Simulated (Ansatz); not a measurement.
Born–Oppenheimer molecular dynamics of BClFH2 (5 atoms, charge 0, multiplicity 2). It starts at the highest image of a converged band. Of that band: Neighbouring images differ by up to 1.8 eV, so the band resolves the path poorly. A vibrational analysis at the climbing image gives 2 clearly imaginary modes (742i, 218i cm⁻¹): a point of higher order. A lower path may pass nearby, or the ends, which weren't checked, may share the extra mode.

Level of theory: UHF/def2-SVP in Ansatz.

```
ensemble                      : NVE (velocity Verlet)
time step                     : 0.5 fs
steps asked                   : 200
starting velocities drawn for : 300 K
seed                          : 11259
```

First frame:

```xyz
5
Properties=species:S:1:pos:R:3
B 0.005 0.000 -0.401
F 0.004 0.000 2.114
H 1.073 0.000 -0.932
H -1.076 0.000 -0.906
Cl -0.006 0.000 3.874
```

How far do the bonds stretch over the last three quarters of this one trajectory? (Pairs bonded in most of those frames.)


| bond | mean (Å) | spread (Å) | shortest | longest |
| --- | --- | --- | --- | --- |
| B1–H3 | 1.202 | 0.014 | 1.18 | 1.22 |
| B1–H4 | 1.202 | 0.012 | 1.18 | 1.23 |
| F2–Cl5 | 1.630 | 0.067 | 1.53 | 1.72 |

Mean temperature of the second half: 921 K. The conserved energy stayed within 0.059 meV per atom of its start (net change -0.0022 meV per atom), so the integration is sound. The kinetic energy rose, since the run started high on the potential surface and went downhill. It ends in pieces (BH2 + ClF), so much of that is their flight and rotation, not heat. A run of 0.1 ps of so small a system gives no equilibrium averages.

Time of the run: 94 s on 1 thread of Arm Neoverse V2 (shared host), peak memory 0.11 GiB.
